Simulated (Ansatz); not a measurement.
Molecule (SMILES): S (H2S).
Atoms: S1, H2, H3. Bonds: S1-H2, S1-H3.

Basis-set convergence of the optimised S1-H2 bond length at PBE with Ansatz (an electronic-structure program). All functions are spherical. The program fits the integrals of some runs and decomposes those of others, by size. No added dispersion term, no relativity. Reference: the value in pcseg-4, 1.3512 Å. Deviations are taken from unrounded values.

```tsv
basis	functions	optimised S1-H2 bond length (Å)	minus reference (Å)
pcseg-0	17	1.3867	0.0355
pcseg-1	28	1.3640	0.0128
aug-pcseg-1	45	1.3638	0.0126
pcseg-2	62	1.3527	0.0015
aug-pcseg-2	96	1.3528	0.0016
pcseg-3	130	1.3513	0.0001
aug-pcseg-3	187	1.3513	0.0001
pcseg-4	227	1.3512	0.0000
```

The smallest set listed that lies within 0.01 Å of the reference with all its larger relatives (same family, alike in diffuse functions; a set with none counts only in the reference's own line) is pcseg-2 (62 functions, 0.0015 Å off).
